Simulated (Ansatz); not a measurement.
input.yaml (Ansatz)

```yaml
crystal:
  lattice:
    - [0.0, 1.9270181635, 1.9270181635]
    - [1.9270181635, 0.0, 1.9270181635]
    - [1.9270181635, 1.9270181635, 0.0]
  atoms:
    - { symbol: Rh, position: [0.0, 0.0, 0.0], spin: 1.0, spin_axis: [0, 0, 1] }
hamiltonian:
  xc: rpbe
  pseudopotentials:
    kind: paw_fr
    azcp:
      Rh: "pseudopotentials/Rh.paw.azcp"
basis:
  ecutwfc: 420
  fft_grid_basis: typed
kpoints:
  mp_grid: { grid: [14, 14, 14], shift: [0, 0, 0] }
magnetization:
  noncollinear: true
  spin_orbit: true
scf:
  occupations: { method: fermi_dirac, width: 0.05 }
```

Output

```
Engine: ansatz 0.2.0, aarch64-unknown-linux-gnu
Pseudopotentials: kind: paw_fr
Pseudopotential: Rh, paw_fr, valence charge 17, recommended cutoff 420 eV (normal) 
Functional definition: RPBE
  parameter kappa = 0.804
  parameter beta = 0.06672455060314922
  exchange = rpbe_x(kappa = kappa, mu = beta*pi^2/3)
  correlation = pbe_c(beta = beta)
Crystal: 1 atoms, lattice volume = 14.312 Å³
Basis set: ecut = 420 eV, 283 PW (Γ)
Bands: 26, of which v1, the nominal top of the filled ones, is band 17 counted from 1 (16 counted from 0)
Symmetry: 8 space group operations + 8 with time reversal
Magnetic group: BNS 139.537 (UNI 1197), of the structure as read, at distance tolerance 2.4e-5 Å
k-points: 244 of 2744 (time reversal used)
Projection manifold: j_resolved (fully-relativistic pseudo-atomic orbitals)
Non-local potential: Rh, projectors of the file, l = 0: 3, l = 1: 4, l = 2: 4, l = 3: 2
PAW form: soft (Blöchl's): semilocal exchange-correlation on the pseudo side does not see the compensation charge
PAW frozen core: Rh, regenerated for the run's functional, and the local potential with it (the file was generated under x = pbe(κ = 0.804, μ = 0.2195149727645171), c = pbe(β = 0.06672455060314922))
PAW one-centre angular grid: Rh, 590 points (default); XC on its mesh's 2763 points in the sphere
Initial density: superposition of atomic densities (chi_scale 0.1, normalization cell)
Starting moments: Σ|m| = 1 μB on 1 of 1 site
Initial wavefunctions: pseudopotential atomic-orbital guess
Functional: x = rpbe, c = pbe(β = 0.06672455060314922)
SCF iter   1: F=—  HF=-6412.527772 eV  |F-HF|=—  |Δ(HF+E_count)|=         —  Δρ=1.08e-1  dr2=1.57e0  dr2_m=2.08e-1  ethr=3.10e-3  |M|=4.53e-1 ∫|m|=4.59e-1 μB  |m|>n=0.0e0 m-floor=0.0e0 τ_xc=0.0e0  β_m=0.30  ⟨swp⟩=6.3  Hψ=31279  notcnv=0  defer=70
SCF iter   2: F=—  HF=-6412.148447 eV  |F-HF|=—  |Δ(HF+E_count)|=   3.79e-1  Δρ=6.03e-2  dr2=1.16e-1  dr2_m=1.19e-1  ethr=3.10e-3  |M|=4.10e-1 ∫|m|=4.20e-1 μB  |m|>n=0.0e0 m-floor=0.0e0 τ_xc=7.6e-21  β_m=0.30  ⟨swp⟩=2.5  Hψ=12806  notcnv=0  defer=657
SCF iter   3: F=—  HF=-6412.143122 eV  |F-HF|=—  |Δ(HF+E_count)|=   5.33e-3  Δρ=4.97e-2  dr2=1.28e-2  dr2_m=8.11e-2  ethr=6.80e-4  |M|=3.52e-1 ∫|m|=3.66e-1 μB  |m|>n=0.0e0 m-floor=0.0e0 τ_xc=1.0e-20  β_m=0.30  ⟨swp⟩=2.2  Hψ=9376  notcnv=0  defer=658
SCF iter   4: F=—  HF=-6412.153427 eV  |F-HF|=—  |Δ(HF+E_count)|=   1.03e-2  Δρ=4.26e-2  dr2=3.08e-4  dr2_m=5.95e-2  ethr=7.55e-5  |M|=2.95e-1 ∫|m|=3.12e-1 μB  |m|>n=0.0e0 m-floor=0.0e0 τ_xc=1.2e-20  β_m=0.30  ⟨swp⟩=3.0  Hψ=11275  notcnv=0  defer=658
SCF iter   5: F=—  HF=-6412.161964 eV  |F-HF|=—  |Δ(HF+E_count)|=   8.54e-3  Δρ=3.65e-2  dr2=2.74e-5  dr2_m=4.37e-2  ethr=1.81e-6  |M|=2.48e-1 ∫|m|=2.65e-1 μB  |m|>n=0.0e0 m-floor=0.0e0 τ_xc=1.2e-20  β_m=0.30  ⟨swp⟩=2.0  Hψ=8296  notcnv=0  defer=659
SCF iter   6: F=—  HF=-6412.168374 eV  |F-HF|=—  |Δ(HF+E_count)|=   6.41e-3  Δρ=3.13e-2  dr2=1.94e-6  dr2_m=3.22e-2  ethr=1.61e-7  |M|=2.08e-1 ∫|m|=2.26e-1 μB  |m|>n=0.0e0 m-floor=0.0e0 τ_xc=1.0e-20  β_m=0.30  ⟨swp⟩=2.0  Hψ=11537  notcnv=0  defer=659
...
iter 14 did not close the SCF: its close was put off for a magnetic moment that had not settled (scf_convergence_deferred on its scf_iter line)
SCF iter  14: F=-6412.186226 eV  HF=-6412.186226 eV  |F-HF|=7.89e-9  |Δ(HF+E_count)|=   1.58e-7  Δρ=1.70e-5  dr2=1.36e-10  dr2_m=9.53e-9  ethr=1.48e-10  |M|=8.39e-5 ∫|m|=8.74e-5 μB  |m|>n=0.0e0 m-floor=0.0e0 τ_xc=3.8e-27  β_m=0.90  ⟨swp⟩=2.1  Hψ=11536  notcnv=0
iter 15 did not close the SCF: its close was put off for a magnetic moment that had not settled (scf_convergence_deferred on its scf_iter line)
SCF iter  15: F=-6412.186226 eV  HF=-6412.186226 eV  |F-HF|=1.40e-10  |Δ(HF+E_count)|=   1.11e-8  Δρ=2.32e-6  dr2=1.71e-12  dr2_m=1.77e-10  ethr=1.00e-12  |M|=9.66e-6 ∫|m|=1.60e-5 μB  |m|>n=0.0e0 m-floor=0.0e0 τ_xc=1.2e-28  β_m=0.95  ⟨swp⟩=1.0  Hψ=19876  notcnv=0
SCF iter  16: F=-6412.186226 eV  HF=-6412.186226 eV  |F-HF|=1.55e-11  |Δ(HF+E_count)|=  2.13e-10  Δρ=4.25e-7  dr2=1.48e-13  dr2_m=5.94e-12  ethr=1.00e-12  |M|=6.25e-7 ∫|m|=2.85e-6 μB  |m|>n=0.0e0 m-floor=0.0e0 τ_xc=3.4e-30  ⟨swp⟩=1.0  Hψ=17612  notcnv=0
WARN: the starting moments were not kept: the SCF closed with an absolute magnetisation of 2.8e-6 μB, where they sum to 1 μB in size (1 site). That is at most 0.1 of that sum. Measured as dr2_m measures the in/out step, that magnetisation stands 3.5e-12 eV from none, at or under the dr2_threshold of 1.0e-7 eV: it is no larger than a step whose dr2_m would equal this threshold. The system may hold no moment; this SCF shows only that its start led to no more than that. To try another start: raise the starting moments (crystal.atoms[].spin, magnetization.per_species, magnetization.initial_magnetization, or on a non-collinear deck that types none of these the spinor_matrix: blocks that start its atoms; where the total moment is fixed, keep their sum and leave initial_magnetization as it is; typed ones take the place of any that the run laid by itself, positive ones on a crystal's lanthanoids without a Hubbard term where scf.initial_density.shell_occupations: [] is typed) or, if the notice of its spin-set hold's release reads "site moments contracting" or "site moments show no strong build", lengthen the hold (scf.mixing.spin_hold: { on: { confirm: 4 } }; for m-r²SCAN on two components see the key's manual first). Each may lead to a state that holds a moment. A second SCF, from the converged charge density, with the starting moments and any scf.initial_density.shell_occupations laid on it anew, would have followed, and was not run: the deck does not ask for one (magnetization.retry_lost_moments is false, the default). To let it run, set magnetization.retry_lost_moments: true and run the deck again, where that key's refused combinations let it; where memory then withholds it, that run's warning says so.
SCF 1 converged in 16 iterations: F = -6412.186226 eV  dr2 = 1.48e-13
SCF converged after 16 iterations
Stability not checked: this state was not tested for a lower state beside it, because this non-collinear magnet's GGA is evaluated by the locally collinear projection, under which the energy is not smooth in the magnetisation (locally_collinear_gga; see scf.lower_state_search)
Magnetization: |M| = 0.0000 μB,  M = (-0.0000, -0.0000, -0.0000) μB
Absolute magnetization: 0.0000 μB (∫|m|, with the PAW one-centre terms)
  site 0: m = (+0.0000, -0.0000, -0.0000) μB, |m| = 0.0000 μB  (R = 1.12 Å)
Free energy (F): -6412.186226 eV
Harris-Foulkes:  -6412.186226 eV  (|F-HF|=1.55e-11)
Internal energy: -6412.175533 eV  (E = F + TS)
E sigma→0 (E₀):  -6412.180879 eV
Entropy (-TS):   -0.010694 eV (-10.694 meV/atom)
Fermi energy:    21.348442 eV
--- Per-component energies (eV) ---
  E_band       = -100.635086
  E_kinetic    = 572.319266
  E_local      = -1611.680656  (includes V_loc(G=0)·N_el)
  E_nonlocal   = 352.841827
  E_hartree    = 567.005161
  E_xc         = -221.763486
  E_vxc        = -278.030679  (∫ρ·V_xc dr)
  E_paw        = -3595.481464  (= ΣΔE_a)
  E_vpaw       = -270.096043  (= ΣTr[D̂ρ^β])
  E_aug_tail   = 0.000883  (compensation charges beyond the density's cutoff)
  E_ewald      = -2475.312976
  E_core_change = -0.104089  (= ΣΔE_core)
  E_smearing   = -0.010694  (= −TS)
  E_closure    = 0.000000  (closes the sum)
  Σ components = -6412.186226   (vs F -6412.186226, Δ=0.00e0)
```
